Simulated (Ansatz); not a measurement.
Worked example: the barrier

An elementary step of Si2H6O, singlet (Si₂H₆O ([OH][SiH2][SiH3]) → Si₂H₄ ([SiH][SiH3]) + H₂O (still joined by a long Si–O bond); bonds formed: O2–H3; bonds broken: Si1–H3; bonds weakened to dative contacts: Si1–O2). “Start” is the structure reached by relaxing down from the saddle towards the reactants; PBE0-D4/def2-TZVP structures. The saddle:

```xyz
9
angstrom
Si -0.7560 -0.6892 -0.1349
O 0.7593 -1.7311 0.3833
H -0.0900 -2.1414 -0.4585
H -1.5004 -0.5654 1.1642
Si 0.1083 1.4656 -0.4842
H 0.6235 -2.1794 1.2285
H -1.0250 2.4014 -0.7295
H 0.8754 1.9436 0.7015
H 1.0047 1.4959 -1.6704
```

Program: Ansatz 0.2.0. Basis: def2-TZVPP and def2-QZVPP. Cores are frozen in the correlated methods.

Energies in eV:

| quantity | saddle | start |
| --- | --- | --- |
| Hartree–Fock, triple zeta (X = 3) | -17854.95928 | -17859.23766 |
| Hartree–Fock, quadruple zeta (X = 4) | -17855.55463 | -17859.84033 |
| MP2 correlation, X = 3 | -14.33675 | -13.54143 |
| MP2 correlation, X = 4 | -15.39804 | -14.60084 |
| CCSD(T) correlation, X = 3 | -16.08185 | -15.25365 |

Q: Work out the barrier at the basis limit: extrapolate Hartree–Fock as E(X) = E∞ + A exp(−7.88 √X) and the MP2 correlation as E(X) = E∞ + B X^−2.97 (the exponents that Neese and Valeev fitted for def2-TZVPP and QZVPP), then add CCSD(T) − MP2 in triple zeta.

A: Each step is linear, so take the differences first (saddle − start): Hartree–Fock 4.27838 (X = 3) and 4.28570 (X = 4); MP2 correlation -0.79532 and -0.79720; CCSD(T) correlation -0.82820.
Two points give E∞ = E(4) + w [E(4) − E(3)], with w = 1/(exp(7.88 (2 − √3)) − 1) = 0.1377 for Hartree–Fock and w = 1/((4/3)^2.97 − 1) = 0.7407 for the correlation.
Hartree–Fock: 4.28570 + 0.1377 × 0.00732 = 4.2867 eV.
MP2 correlation: -0.79720 + 0.7407 × (-0.00188) = -0.7986 eV.
CCSD(T) − MP2: -0.82820 − (-0.79532) = -0.0329 eV.
Sum: 4.2867 + (-0.7986) + (-0.0329) = 3.4552 eV, or 79.68 kcal/mol. Plain CCSD(T) in triple zeta gives 3.4502 eV, so the larger basis shifts the result by 0.0050 eV.

T1 diagnostic: at most 0.016. The restricted Hartree–Fock reference is unstable towards an unrestricted one at one or more of these structures.

Losses and insertions of silylenes and their heavier kin drive the gas-phase chemistry of silicon and germanium vapour deposition.

Labels in which every atom is bracketed show which atoms are joined, not bond orders.

For scale, one of the runs: CCSD(T)/def2-TZVPP, 199 basis functions, launched by `ansatz run in.yaml --threads 2 --pin off --events-out ev --progress --plain --max-ram 4352MiB`. Hardware: 2 CPU threads of an Intel Xeon 6975P-C, shared host. Wall time 25 s; peak host memory 2.4 GiB.
